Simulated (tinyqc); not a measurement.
Starting guesses with plain Roothaan steps: SCF starting guesses in the sto-3g basis, for BH3, spin multiplicity 1. Computed by the program tinyqc with PySCF. RHF with one setting changed at a time; a run stops when the energy changes by less than 1e-09 hartree and the error matrix is below 1e-5. Starts: the lowest orbitals of the core Hamiltonian, of the Wolfsberg-Helmholz matrix (K = 1.75), projected atomic densities, random orbitals, and the highest orbitals of the core Hamiltonian (a deliberately bad start).

Geometry (angstrom):

| atom | x | y | z |
|---|---|---|---|
| B | 0.0000 | 0.0000 | 0.0300 |
| H | 1.5400 | 0.0000 | 0.0000 |
| H | -0.7700 | 1.3340 | 0.0000 |
| H | -0.7700 | -1.3340 | 0.0000 |

lowest restricted solution found by these runs and by PySCF = -25.892385 hartree

Largest element of the error matrix X^T (FDS - SDF) X:

| iteration | core | Wolfsberg-Helmholz | atomic densities | random | highest core orbitals |
|---|---|---|---|---|---|
| 1 | 5.6e-01 | 4.6e-01 | 3.4e-01 | 3.2e+00 | 1.5e-01 |
| 2 | 2.8e-01 | 9.9e-02 | 1.4e-01 | 5.3e-01 | 6.6e-01 |
| 3 | 6.5e-02 | 2.9e-02 | 3.5e-02 | 2.0e-01 | 3.6e-01 |
| 4 | 1.2e-02 | 7.3e-03 | 8.8e-03 | 3.6e-02 | 9.5e-02 |
| 5 | 2.8e-03 | 1.9e-03 | 3.2e-03 | 1.5e-02 | 2.1e-02 |
| 6 | 4.7e-04 | 6.4e-04 | 8.2e-04 | 8.4e-03 | 4.0e-03 |
| 8 | 2.5e-05 | 6.4e-05 | 9.9e-05 | 2.7e-03 | 2.5e-04 |
| 10 | 1.8e-06 | 6.9e-06 | 1.1e-05 | 8.5e-04 | 2.6e-05 |
| 14 | - | - | - | 8.7e-05 | - |

How each run ends:

| run | iterations | E (hartree) | state |
|---|---|---|---|
| core | 10 | -25.89239 | lowest found |
| Wolfsberg-Helmholz | 11 | -25.89239 | lowest found |
| atomic densities | 11 | -25.89239 | lowest found |
| random | 18 | -25.89239 | lowest found |
| highest core orbitals | 12 | -25.89239 | lowest found |

What does the comparison show, and why?

5 of 5 runs reach the lowest restricted solution found, in 10 to 18 iterations (fastest: core). The first errors are 6e-01, 5e-01, 3e-01, 3e+00, 1e-01; the deliberately bad start has the smallest one, so a small first error does not mark a good start.
